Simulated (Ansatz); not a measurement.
The input, for Ansatz 0.2.0:

```yaml
crystal:
  periodic: [false, false, false]
  atoms:
    - {symbol: Si, position_ang: [0.000000, 0.000000, 0.327533]}
    - {symbol: Mg, position_ang: [0.000000, 0.000000, -2.151667]}
    - {symbol: H, position_ang: [0.000000, 0.000000, 1.824133]}
basis:
  gaussian: {orbitals: 6-31G}
magnetization: {spin_polarized: true, initial_magnetization: 3}
correlation: {method: ccsdt_q, electrons: outside_noble_gas}
```

```sh
$ ansatz run in.yaml --threads 1 --pin off --events-out ev --progress --plain --max-ram 2393MiB
```

Log:

```
538 factors; integrals over basis functions are off by at most 1.4e-7 eV
mean field evaluation 1: about -13305.6286 eV, gradient 5.7e0 eV
mean field evaluation 2: about -13305.6449 eV, gradient 5.7e0 eV
mean field evaluation 4: about -13306.5703 eV, gradient 1.3e0 eV
mean field evaluation 8: about -13306.6496 eV, gradient 7.7e-3 eV
mean field evaluation 16: about -13306.5379 eV, gradient 1.3e0 eV
mean field evaluation 32: about -13303.4626 eV, gradient 1.6e-3 eV
mean field evaluation 64: about -13303.2026 eV, gradient 2.8e0 eV
mean field -13306.64955195 eV, -489.0103514632 hartree, gradient 1.7e-6 eV, S^2 3.774732; 2 other end points of the search recorded, 0 dependent functions left out
determinant -13306.64955195 eV, -489.0103514632 hartree, with singles and doubles -13308.10534670 eV, -489.0638509335 hartree
determinant -13303.46262395 eV, -488.8932340193 hartree, with singles and doubles -13304.76399609 eV, -488.9410585635 hartree
determinant -13303.21676894 eV, -488.8841990145 hartree, with singles and doubles -13304.81833034 eV, -488.9430553101 hartree
10 core orbitals not correlated: weight in the atoms' cores, before any rotation towards them, 1.000 or more for the frozen orbitals, at most 0.000 for the correlated occupied ones
reference -13306.64955195 eV, -489.0103514632 hartree; 5, 2 occupied and 13, 16 virtual orbitals, 538 factors
second order -0.99056418 eV of doubles, -0.00000000 eV of singles
cycle   1  -1.26130850 eV  change   -2.7e-1 eV  update   6.4e-2
cycle   2  -1.46487635 eV  change   -2.0e-1 eV  update   3.5e-2
cycle   3  -1.49801646 eV  change   -3.3e-2 eV  update   1.5e-2
cycle   4  -1.50277413 eV  change   -4.8e-3 eV  update   6.8e-3
cycle   5  -1.50317508 eV  change   -4.0e-4 eV  update   2.8e-3
cycle   6  -1.50332069 eV  change   -1.5e-4 eV  update   1.4e-3
cycle   7  -1.50341258 eV  change   -9.2e-5 eV  update   6.1e-4
cycle   8  -1.50363402 eV  change   -2.2e-4 eV  update   2.7e-4
cycle   9  -1.50371957 eV  change   -8.6e-5 eV  update   1.4e-4
cycle  10  -1.50363799 eV  change    8.2e-5 eV  update   5.2e-5
cycle  11  -1.50363661 eV  change    1.4e-6 eV  update   2.2e-5
cycle  12  -1.50364192 eV  change   -5.3e-6 eV  update   1.1e-5
cycle  13  -1.50365501 eV  change   -1.3e-5 eV  update   4.9e-6
cycle  14  -1.50365776 eV  change   -2.8e-6 eV  update   1.7e-6
cycle  15  -1.50365675 eV  change    1.0e-6 eV  update   8.1e-7
cycle  16  -1.50365628 eV  change    4.7e-7 eV  update   2.9e-7
perturbative correction -0.00123091 eV, -0.0000452350 hartree
Total energy: -13308.15443914 eV, -489.0656550473 hartree
```

For the same geometry and basis full CI lies 0.7 meV higher.

Ran on 1 thread of Arm Neoverse V2, shared host: 2 s wall, 0.19 GiB peak host memory.
